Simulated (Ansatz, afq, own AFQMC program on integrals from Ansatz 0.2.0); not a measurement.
# Where AFQMC and coupled cluster stand for C2H2, singlet

```
atom    x (Å)   y (Å)    z (Å)
   C  -0.4972  0.0000   0.4089
   C   0.3768  0.0000  -0.4089
   H   0.2802  0.0000   1.1364
   H   1.1542  0.0000  -1.1364
```

Connectivity, by distances: CH–CH.

Basis cc-pVDZ. Noble-gas cores (and the filled d shells of Ga–Kr and In–Xe) are frozen. AFQMC by an in-house program on the Cholesky factors that Ansatz 0.2.0 writes for its CCSD(T) run. ph-AFQMC/CISD is guided by a CISD state made of CCSD amplitudes; releasing the constraint for a short imaginary time cuts its bias at the price of noise, slowly where states lie close. Uncertainties: one standard error, sampling alone.

Determinant: RHF, the one that the program's search chose, which needn't be the lowest solution. The geometry is a point of a scan.

No full CI on the walks' own integrals is used here; CCSDT(Q) serves as the reference and is uncertain by about the last step of the cluster series.

Cautions: higher spins were not checked; raised T1 diagnostic (T1 0.029, weight of the determinant 0.87, largest double 0.09).

- T1 diagnostic: 0.0293
- weight of the determinant in the CISD state: 0.872
- size of the correlated space: 10 electrons in 36 orbitals

Reference: CCSDT(Q), correlation energy -7.766 eV. The released energy is read at 2.40 1/Eh (meV from the phaseless value at times in 1/Eh: -25 ± 16 at 0.24, 4 ± 16 at 0.51, -2 ± 12 at 0.99, -2 ± 18 at 1.62, -3 ± 21 at 2.40).

| level | E − E(reference) (kcal/mol) | share of correlation (%) |
| --- | --- | --- |
| HF | 179.10 | 0.00 |
| MP2 | 21.89 | 87.78 |
| CCSD | 8.41 | 95.30 |
| CCSD(T) | 1.00 | 99.44 |
| CCSDT | 0.62 | 99.65 |
| ph-AFQMC/CISD | 0.09 ± 0.38 | 99.95 |
| released AFQMC | 0.02 ± 0.48 | 99.99 |

A walk keeps the symmetry of its determinant, which the program's search chose and which needn't be the lowest solution, so a lower state of the same spin and another symmetry isn't excluded. Released energies are given only where the last usable release times agree within the noise; a slower fall can still hide under it.
